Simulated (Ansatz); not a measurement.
We consider HfO2 (P2₁/c, No. 14), described by r²SCAN (plane waves, PAW; Ansatz, a program for electronic structure).

Numerical settings: plane-wave cutoff 600 eV, 8×8×8 k mesh, scalar-relativistic PAW data made under PBE.

Computed at the level's own relaxed cell.

Elastic tensor (GPa, Voigt notation, ions relaxed):

```
  346.7   180.1    96.9     0.0    47.5     0.0
  180.1   430.2   173.0     0.0    -9.4     0.0
   96.9   173.0   280.8     0.0     7.2     0.0
    0.0     0.0     0.0    96.5     0.0   -10.9
   47.5    -9.4     7.2     0.0    99.7     0.0
    0.0     0.0     0.0   -10.9     0.0   142.0
```

### Question
Work out the Voigt, Reuss and Hill averages of the bulk and shear moduli, Young's modulus and Poisson's ratio from the printed constants.

### Answer
K_V = [C11 + C22 + C33 + 2(C12 + C13 + C23)]/9 = [1057.7 + 2 × 450.0]/9 = 217.5 GPa. G_V = [1057.7 − 450.0 + 3 × 338.2]/15 = 108.2 GPa. From the compliances S = C⁻¹, K_R = 195.5 and G_R = 98.8 GPa. Hill means: K = 206.5, G = 103.5 GPa. E = 9KG/(3K + G) = 266 GPa, ν = (3K − 2G)/(6K + 2G) = 0.29, K/G = 2.00.

Note: the relaxation could not lower the start's symmetry, so the cell can be a saddle point above a distorted one.

Spin–orbit coupling is not included.

Computed values are for the static lattice.
